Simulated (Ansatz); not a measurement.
## Down a group: atomization energies of HOC, HOSi, HOGe

Ansatz 0.2.0, basis cc-pVDZ; geometries are PBE0/def2-TZVP minima. Wave-function levels freeze the cores with the filled d shells of p-block atoms; HF, MP2 and coupled cluster are restricted for singlets and unrestricted otherwise, atoms included (their steps beyond CCSDT(Q) come from restricted open-shell runs), restricted open-shell where a d shell is frozen. The reference is CCSDTQ (coupled cluster only where its series has nearly closed). An error is the level's value less the reference. None of these values is a measured one. Energies are electronic, without zero-point terms. No spin–orbit coupling and no scalar relativity. The set is small: it underbinds, by tens of kJ/mol for each bond, so near ties and functionals' places can change in larger sets. The species are chosen: bound, without strong static correlation by their natural occupations or amplitudes, in their lowest spin state as far as vertical gaps and like structures tell, and with a ladder that closes on the reference, so errors are smaller than for species at large; levels whose determinant breaks symmetry or spin markedly are left out.

| species | bonds (Å) | quantity | symmetry of the states | reference | value (kJ/mol) | error CCSD | error CCSD(T) | error CCSDT | error CCSDT(Q) |
| --- | --- | --- | --- | --- | --- | --- | --- | --- | --- |
| HOSi, doublet | O–Si 1.650, O–H 0.962, angle at O 119° | atomization | A' | CCSDTQ | 813.4 | -15.1 | -1.8 | -1.6 | 0.3 |
| HOGe, doublet | O–Ge 1.786, O–H 0.962, angle at O 115° | atomization | A' | CCSDTQ | 763.9 | -16.9 | -2.3 | -1.8 | 0.0 |

**Question.** One member is withheld: HOC, doublet (C–O 1.265, O–H 0.984, angle at O 114°), where CCSD gives 876.7 kJ/mol for the atomization. Estimate from the other members what CCSDTQ gives.

**Answer.** The errors of CCSD for the others average -16.0 kJ/mol; taking that off gives 892.7, which misses by 3.4, against 19.4 without the correction. The computed value at CCSDTQ is 896.1 kJ/mol. Errors against it: CCSD -19.4, CCSD(T) -2.2, CCSDT -1.6, CCSDT(Q) 0.2.

The reference falls from C to Ge, by 132.2 kJ/mol in all.
